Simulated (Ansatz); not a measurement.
# Property card for Ta₃N₅

Computed with DFT r2SCAN, scalar-relativistic, plane waves, PAW in Ansatz.

Plane waves to 500 eV, a k mesh through Γ of 8×8×4 on the computed 16-atom cell and Gaussian smearing (0.02 eV); no spin polarisation.

The structure is relaxed at this level of theory with its symmetry kept. Whether it is the stable form of this composition wasn't checked.

Symmetry: Cmcm, No. 63, orthorhombic system. The conventional cell has a = 3.872 Å, b = 10.261 Å, c = 10.296 Å, α = 90.00°, β = 90.00°, γ = 90.00°. Ta (site symmetry m2m) is surrounded by 6 N at 2.05 to 2.14 Å. Around Ta (site symmetry m) lie 6 N at 1.95 to 2.26 Å. N (site symmetry m2m) is surrounded by 4 Ta at 2.05 to 2.23 Å. Around N (site symmetry m) lie 3 Ta at 1.95 to 2.05 Å. N (site symmetry m) has 4 Ta at 2.03 to 2.26 Å as nearest neighbours.

```
Volume per atom                                                                                                                             : 12.78 Å³
Formation energy from the elements' standard states (uncorrected)                                                                           : -1.274 eV/atom
Generalised Kohn–Sham band gap                                                                                                              : 1.59 eV, indirect from (0.141, 0.141, 0.000) to Y
Löwdin character of the top 1 eV of the valence band                                                                                        : N 2p 88 %, Ta 5d 8 %
Löwdin character of the lowest 1 eV of the conduction band                                                                                  : Ta 5d 83 %, N 2p 12 %
Electron masses at the edge by Cartesian direction of the standard setting (m_e; degenerate bands sorted by energy; no spin-orbit coupling) : x: 0.20; y: 2.9; z: 0.77
Hole masses at the edge by Cartesian direction of the standard setting (m_e; degenerate bands sorted by energy; no spin-orbit coupling)     : x: 0.68; y: 0.58; z: 0.45
Bulk modulus                                                                                                                                : 258 GPa
Its pressure derivative                                                                                                                     : 4.1
```

Spin-orbit coupling is left out, which matters for the bands of heavy elements.

Cost: 10 runs of about 2.4 core-hours in all, on Intel Xeon Processor @ 2.70GHz (shared hosts).